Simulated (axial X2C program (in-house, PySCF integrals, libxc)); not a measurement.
# FH: from the state search to constants

Aim: find the lowest determinant of FH, scan the bond at several levels and fit the constants, once spin-free and once with spin–orbit coupling.

Computed with an in-house X2C program for linear molecules on PySCF integrals. Level: all-electron X2C, F dyall-av3z, H dyall-v3z.

All values are calculated.

### 1 The job

task.json reads:

```json
{"zs": [9, 1], "q": 0, "bas": ["dyall-av3z", "dyall-v3z"], "levels": ["PBE0", "HF", "PBEsol"], "cc": true, "r0": 0.96, "thr": -2.0, "nmax": 90, "npts": 10, "nst": 2, "ntry": 6}
```

Keys: zs atomic numbers; q charge; bas basis sets; levels methods (HF also brings MP2); cc coupled cluster on or off; r0 starting distance in Å; thr threshold in hartree for freezing inner shells (an s shell follows its p shell); nmax most natural virtual spinors; npts points asked for on the curve; nst determinants followed; ntry starts of the search.

The run is started by

```
> python so2c.py task.json out
```

Spin-free means the one-electron spin-free X2C Hamiltonian; two-component (2c) means X2C with spin–orbit coupling and atomic mean-field two-electron Coulomb and Gaunt terms. Basis: F dyall-av3z contracted to [7s6p3d2f], H dyall-v3z contracted to [6s2p1d]; Gaussian nuclei, density fitting. Masses: F 18.998 u, H 1.008 u.

Notation: σ, π±, δ± give the projection m of an orbital's angular momentum (0, ±1, ±2), α and β its spin, Λ and M_S the sums; ω is the projection of a spinor's total angular momentum and Ω the sum. Logs are in hartree.

The runs that follow: PBE0, spin-free; HF, spin-free; PBEsol, spin-free; Correlated methods, spin-free; PBE0, 2c; HF, 2c; PBEsol, 2c; MP2 and beyond, 2c.

What does the calculation give? Wanted: for each run, Hamiltonian; Re; ωe; De; μ.

As calculated:

Lowest determinant that the search found at its distance, spin-free: M_S = 0, Λ = 0 (closed shell).

Lowest determinant that the search found at its distance, 2c: Ω = 0 (closed shell).

```
Hamiltonian    level  Re (Å)  ωe (cm⁻¹)  De (eV)  μ (D)
  spin-free     PBE0   0.919       4144     5.92   1.81
  spin-free       HF   0.898       4465     4.19   1.89
  spin-free      MP2   0.922       4111     6.19    n/a
  spin-free     CCSD   0.918       4157     5.92    n/a
  spin-free  CCSD(T)   0.921       4111     6.01    n/a
  spin-free   PBEsol   0.932       3971     6.45   1.80
         2c     PBE0   0.919       4144     5.92   1.81
         2c       HF   0.898       4465     4.18   1.89
         2c      MP2   0.922       4111     6.19    n/a
         2c     CCSD   0.918       4157     5.91    n/a
         2c  CCSD(T)   0.921       4111     5.99    n/a
         2c   PBEsol   0.932       3971     6.45   1.80
```

Dipoles are positive if H is the positive end.

What this shows: At CCSD(T), going from spin-free to two-component changes Re by 0 mÅ, ωe by 0.0 %; the spin-free picture holds up (part of it comes from the scalar share of the two-electron terms). De moves by -0.02 eV; both De rest on single-determinant atoms, which can miss part of an open shell's spin–orbit lowering.

De refers to F + H, each in the lowest determinant found, which need not be this curve's own limit. Each curve is one determinant whose occupation by symmetry is held fixed; it was picked as the lowest of a PBE0 search that is not exhaustive. The closed shell is kept restricted; where the fragments are open shells, the energy then runs too high at long range. De is counted from the lowest determinant-based energies of the atoms at the same level, without counterpoise correction. CCSD and (T) use frozen natural virtuals with an MP2 correction for the truncation.
